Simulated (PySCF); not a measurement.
# BSiH3 (SMILES B[SiH]), step by step

Wanted: an energy scan (UHF/6-31++G**), then an energy scan (UMP2/LANL08) of BSiH3. 

The calculation is run with PySCF 2.14.0.

## 1. Starting point

BSiH3: 5 atoms, total charge 0, spin state triplet. SMILES: `B[SiH]`. Geometry: relaxed at GFN2-xTB.

Bond lengths: B1–Si2 1.878 Å, B1–H3 1.179 Å, B1–H4 1.176 Å, Si2–H5 1.476 Å. Angles: B1–Si2–H5 134.9°, Si2–B1–H3 120.6°, Si2–B1–H4 121.0°, H3–B1–H4 118.4°.

## 2. The energy along one coordinate at UHF/6-31++G(d,p) (spherical functions) (run 1)

calc.py reads:

```python
import numpy
from pyscf import gto
from scipy.spatial.transform import Rotation

molecule = gto.Mole()
molecule.atom = '''
B     -0.206730    -0.708170     0.126670
Si     0.760780     0.829450    -0.350440
H     -1.303690    -0.620750     0.549520
H      0.263590    -1.779740     0.010050
H      0.486040     2.279200    -0.335800
'''
molecule.verbose = 3
molecule.max_memory = 1860
molecule.basis = '6-31++g**'
molecule.spin = 2
molecule.build()

x0 = molecule.atom_coords(unit='angstrom')
axis = x0[0] - x0[1]
r0 = 0.043  # dihedral 5-2-1-3 of the start, degrees
axis /= numpy.linalg.norm(axis)
dm = None
scan, good = [], []
for r in [0, 20, 40, 60, 80, 100, 120, 140, 160, 180, 200, 220, 240, 260, 280, 300, 320, 340]:
    xyz = x0.copy()
    xyz[[0, 2, 3]] = Rotation.from_rotvec(axis * numpy.radians(r - r0)).apply(x0[[0, 2, 3]] - x0[0]) + x0[0]
    molecule.set_geom_(xyz, unit='angstrom')
    myscf = molecule.UHF()
    myscf.kernel(dm0=dm)
    if not myscf.converged:
        myscf = myscf.newton().run(myscf.mo_coeff, myscf.mo_occ)
    dm = myscf.make_rdm1()
    e_tot = myscf.e_tot
    scan.append((r, e_tot))
    good.append(myscf.converged)
    print('dihedral = %.1f deg   E = %.8f Eh   converged: %s' % (r, e_tot, good[-1]))

e0 = min(e for r, e in scan)
print('angle   E - Emin (kcal/mol)')
for r, e in scan:
    print('%6.3f %10.3f' % (r, (e - e0) * 627.5095))
```

Launch:

```bash
$ OMP_NUM_THREADS=1 python calc.py
```

The log of the run:

```text
WARN: HOMO -0.113152162566347 >= LUMO -0.139682733841505

converged SCF energy = -315.250276548486  <S^2> = 2.0088131  2S+1 = 3.0058697
dihedral = 0.0 deg   E = -315.25027655 Eh   converged: True
converged SCF energy = -315.248652419712  <S^2> = 2.0102642  2S+1 = 3.006835
dihedral = 20.0 deg   E = -315.24865242 Eh   converged: True
converged SCF energy = -315.244056872894  <S^2> = 2.0152125  2S+1 = 3.0101246
dihedral = 40.0 deg   E = -315.24405687 Eh   converged: True
converged SCF energy = -315.237753697899  <S^2> = 2.0251309  2S+1 = 3.0167074
dihedral = 60.0 deg   E = -315.23775370 Eh   converged: True
converged SCF energy = -315.232771736364  <S^2> = 2.0371962  2S+1 = 3.0246958
dihedral = 80.0 deg   E = -315.23277174 Eh   converged: True
converged SCF energy = -315.232774391279  <S^2> = 2.0372391  2S+1 = 3.0247242
dihedral = 100.0 deg   E = -315.23277439 Eh   converged: True
converged SCF energy = -315.237760926525  <S^2> = 2.0251966  2S+1 = 3.016751
dihedral = 120.0 deg   E = -315.23776093 Eh   converged: True
converged SCF energy = -315.244069669057  <S^2> = 2.015252  2S+1 = 3.0101508
dihedral = 140.0 deg   E = -315.24406967 Eh   converged: True
converged SCF energy = -315.248674942511  <S^2> = 2.0102723  2S+1 = 3.0068404
dihedral = 160.0 deg   E = -315.24867494 Eh   converged: True
converged SCF energy = -315.250314204878  <S^2> = 2.0088002  2S+1 = 3.0058611
dihedral = 180.0 deg   E = -315.25031420 Eh   converged: True
converged SCF energy = -315.248689333471  <S^2> = 2.0102551  2S+1 = 3.006829
dihedral = 200.0 deg   E = -315.24868933 Eh   converged: True
converged SCF energy = -315.244093704877  <S^2> = 2.0152115  2S+1 = 3.0101239
dihedral = 220.0 deg   E = -315.24409370 Eh   converged: True
converged SCF energy = -315.237781809297  <S^2> = 2.0251319  2S+1 = 3.0167081
dihedral = 240.0 deg   E = -315.23778181 Eh   converged: True
converged SCF energy = -315.232771545635  <S^2> = 2.0372095  2S+1 = 3.0247046
dihedral = 260.0 deg   E = -315.23277155 Eh   converged: True
converged SCF energy = -315.232737357023  <S^2> = 2.0372731  2S+1 = 3.0247467
dihedral = 280.0 deg   E = -315.23273736 Eh   converged: True
converged SCF energy = -315.237706872086  <S^2> = 2.0252059  2S+1 = 3.0167572
dihedral = 300.0 deg   E = -315.23770687 Eh   converged: True
converged SCF energy = -315.244018870898  <S^2> = 2.0152502  2S+1 = 3.0101496
dihedral = 320.0 deg   E = -315.24401887 Eh   converged: True
converged SCF energy = -315.24863227508  <S^2> = 2.0102794  2S+1 = 3.0068452
dihedral = 340.0 deg   E = -315.24863228 Eh   converged: True
angle   E - Emin (kcal/mol)
 0.000      0.024
20.000      1.043
40.000      3.927
60.000      7.882
80.000     11.008
100.000     11.006
120.000      7.877
140.000      3.919
160.000      1.029
180.000      0.000
200.000      1.020
220.000      3.903
240.000      7.864
260.000     11.008
280.000     11.030
300.000      7.911
320.000      3.950
340.000      1.055
```

Run time: 8.7 s. Hardware: 1 thread of Arm Neoverse V1, shared host; peak memory 0.13 GiB.

The scan, from its lowest point:

| H5–Si2–B1–H3 (°) | energy (kJ/mol) |
| --- | --- |
| 0.000 | 0.1 |
| 20.000 | 4.4 |
| 40.000 | 16.4 |
| 60.000 | 33.0 |
| 80.000 | 46.1 |
| 100.000 | 46.1 |
| 120.000 | 33.0 |
| 140.000 | 16.4 |
| 160.000 | 4.3 |
| 180.000 | 0.0 |
| 200.000 | 4.3 |
| 220.000 | 16.3 |
| 240.000 | 32.9 |
| 260.000 | 46.1 |
| 280.000 | 46.1 |
| 300.000 | 33.1 |
| 320.000 | 16.5 |
| 340.000 | 4.4 |

## 3. The energy along one coordinate at UMP2/LANL08 (core potential) (run 2)

job.py reads:

```python
import numpy
from pyscf import gto, mp
from scipy.spatial.transform import Rotation

system = gto.Mole()
system.atom = '''
B   -0.206730  -0.708170   0.126670
Si   0.760780   0.829450  -0.350440
H   -1.303690  -0.620750   0.549520
H    0.263590  -1.779740   0.010050
H    0.486040   2.279200  -0.335800
'''
system.charge = 0
system.max_memory = 1860
system.ecp = {'Si': 'lanl08'}
system.basis = {'default': 'lanl08', 'B': '6-311g**', 'H': '6-311g**'}
system.verbose = 3
system.spin = 2
system.build()

x0 = system.atom_coords(unit='angstrom')
axis = x0[0] - x0[1]
r0 = 0.043  # dihedral 5-2-1-3 of the start, degrees
axis /= numpy.linalg.norm(axis)
dm = None
scan, good = [], []
for r in [0, 20, 40, 60, 80, 100, 120, 140, 160, 180]:
    xyz = x0.copy()
    xyz[[0, 2, 3]] = Rotation.from_rotvec(axis * numpy.radians(r - r0)).apply(x0[[0, 2, 3]] - x0[0]) + x0[0]
    system.set_geom_(xyz, unit='angstrom')
    calc0 = system.UHF()
    calc0.kernel(dm0=dm)
    dm = calc0.make_rdm1()
    pt = mp.MP2(calc0, frozen=1).run()
    e_tot = pt.e_tot
    scan.append((r, e_tot))
    good.append(calc0.converged)
    print('dihedral = %.1f deg   E = %.8f Eh   converged: %s' % (r, e_tot, good[-1]))

e0 = min(e for r, e in scan)
print('angle   E - Emin (kcal/mol)')
for r, e in scan:
    print('%6.3f %10.3f' % (r, (e - e0) * 627.5095))
```

Launch:

```bash
$ OMP_NUM_THREADS=1 python job.py
```

The log of the run:

```text
WARN: HOMO -0.131334233710792 >= LUMO -0.157302118665523

converged SCF energy = -30.1026854704902  <S^2> = 2.009933  2S+1 = 3.0066147
E(UMP2) = -30.2376491277225  E_corr = -0.134963657232301
E(SCS-UMP2) = -30.2457529055863  E_corr = -0.143067435096018
dihedral = 0.0 deg   E = -30.23764913 Eh   converged: True
converged SCF energy = -30.1012599205241  <S^2> = 2.0114865  2S+1 = 3.0076479
E(UMP2) = -30.2360244642569  E_corr = -0.134764543732802
E(SCS-UMP2) = -30.2441616666999  E_corr = -0.142901746175802
dihedral = 20.0 deg   E = -30.23602446 Eh   converged: True
converged SCF energy = -30.0973025844205  <S^2> = 2.0164891  2S+1 = 3.0109727
E(UMP2) = -30.2313500280649  E_corr = -0.134047443644425
E(SCS-UMP2) = -30.2395970119581  E_corr = -0.1422944275376
dihedral = 40.0 deg   E = -30.23135003 Eh   converged: True
converged SCF energy = -30.0920820995363  <S^2> = 2.0252387  2S+1 = 3.0167789
E(UMP2) = -30.2247615419085  E_corr = -0.132679442372211
E(SCS-UMP2) = -30.2331922103278  E_corr = -0.141110110791531
dihedral = 60.0 deg   E = -30.22476154 Eh   converged: True
converged SCF energy = -30.0881443481513  <S^2> = 2.0341634  2S+1 = 3.0226898
E(UMP2) = -30.2194135647521  E_corr = -0.131269216600797
E(SCS-UMP2) = -30.228012678177  E_corr = -0.139868330025747
dihedral = 80.0 deg   E = -30.21941356 Eh   converged: True
converged SCF energy = -30.0881460967159  <S^2> = 2.0341834  2S+1 = 3.022703
E(UMP2) = -30.2194137003029  E_corr = -0.131267603587036
E(SCS-UMP2) = -30.2280131788795  E_corr = -0.139867082163602
dihedral = 100.0 deg   E = -30.21941370 Eh   converged: True
converged SCF energy = -30.0920872114344  <S^2> = 2.0252761  2S+1 = 3.0168037
E(UMP2) = -30.2247619113495  E_corr = -0.132674699915108
E(SCS-UMP2) = -30.2331934362755  E_corr = -0.141106224841142
dihedral = 120.0 deg   E = -30.22476191 Eh   converged: True
converged SCF energy = -30.0973123364841  <S^2> = 2.0165109  2S+1 = 3.0109872
E(UMP2) = -30.2313532423496  E_corr = -0.13404090586549
E(SCS-UMP2) = -30.2396011650872  E_corr = -0.142288828603054
dihedral = 140.0 deg   E = -30.23135324 Eh   converged: True
converged SCF energy = -30.1012780864009  <S^2> = 2.0114832  2S+1 = 3.0076457
E(UMP2) = -30.2360359304746  E_corr = -0.13475784407377
E(SCS-UMP2) = -30.2441738958381  E_corr = -0.142895809437253
dihedral = 160.0 deg   E = -30.23603593 Eh   converged: True
converged SCF energy = -30.1027169808617  <S^2> = 2.0099095  2S+1 = 3.006599
E(UMP2) = -30.2376750976484  E_corr = -0.134958116786657
E(SCS-UMP2) = -30.2457793301243  E_corr = -0.143062349262577
dihedral = 180.0 deg   E = -30.23767510 Eh   converged: True
angle   E - Emin (kcal/mol)
 0.000      0.016
20.000      1.036
40.000      3.969
60.000      8.103
80.000     11.459
100.000     11.459
120.000      8.103
140.000      3.967
160.000      1.029
180.000      0.000
```

Run time: 3.3 s. Hardware: 1 thread of Arm Neoverse V1, shared host; peak memory 0.13 GiB.

The scan, from its lowest point:

| H5–Si2–B1–H3 (°) | energy (kJ/mol) |
| --- | --- |
| 0.000 | 0.1 |
| 20.000 | 4.3 |
| 40.000 | 16.6 |
| 60.000 | 33.9 |
| 80.000 | 47.9 |
| 100.000 | 47.9 |
| 120.000 | 33.9 |
| 140.000 | 16.6 |
| 160.000 | 4.3 |
| 180.000 | 0.0 |
